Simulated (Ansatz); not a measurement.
**Question.** Name a neutral molecule of C, Si and H with HOMO energy (PBE0/def2-TZVPP) between -6.55 and -6.25 eV and LUMO energy (PBE0/def2-TZVPP) between -2.55 and -2.25 eV (Ansatz, PBE0-D4/def2-TZVP geometry).

**Answer.** `C[SiH]` (-6.30 eV, -2.53 eV). Other molecules can fit too; these were computed, each in one conformer that needn't be the lowest.
